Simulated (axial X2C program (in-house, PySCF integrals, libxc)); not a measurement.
## Correcting the dissociation energy of MgAl for spin–orbit coupling

A spin-free CCSD(T) curve (one-electron X2C) was computed with an in-house all-electron X2C program for linear molecules (integrals from PySCF), basis Al dyall-v3z [8s8p2d1f], Mg dyall-cv3z [9s8p6d3f] (cores contracted in-house), for the state M_S = 1/2, Λ = 1 (beyond evenly filled blocks: π+α). It gives D0 = 0.322 eV to Al + Mg, which in a spin-free picture are the weighted means of the ground terms.

Correlated methods: 5 electrons correlated (number of frozen shells: Al 2 s, 1 p; Mg 2 s, 1 p), 215 virtual spin orbitals or spinors in MP2, 90 natural virtuals in coupled cluster.

Measured levels of the ground terms (NIST Handbook of Basic Atomic Spectroscopic Data), in cm⁻¹: Al 2P: J = 1/2 at 0, J = 3/2 at 112.1; Mg 1S: J = 0 at 0.

The two components of the molecular doublet are 68 cm⁻¹ apart in the PBE0 2c search (Ω = 1/2 lower), so the lower one lies 34 cm⁻¹ under their mean.

How far does each ground level lie under the (2J+1)-weighted mean of its term?

Al: (2 × 0 + 4 × 112.1)/6 = 75 cm⁻¹; Mg: a single level, 0.

Correct D0.

D0 = 0.322 + (34 − 75)/8065.5 = 0.317 eV at CCSD(T) with these spin–orbit terms. The direct two-component run gives 0.318 eV; the difference holds second-order terms in the molecule, scalar two-electron terms, the gap between measured and computed atomic splittings (a 2c atom can miss part of its lowering) and, in coupled cluster, the truncation of each run.

Second-order spin–orbit effects in the molecule, which grow quickly with Z, are left out. One determinant describes the state; a PBE0 search over occupations chose it and may have missed a lower one. De is counted from the lowest determinant-based energies of the atoms at the same level, without counterpoise correction. CCSD and (T) use frozen natural virtuals with an MP2 correction for the truncation; (T) itself is uncorrected, so its De runs slightly low. PBE0 can misorder states that lie within some tenths of an eV, so this need not be the ground state of the molecule. The nearest other spin-free determinant of the search, M_S = 1/2, Λ = 0, lies 0.27 eV up at the distance of the search.
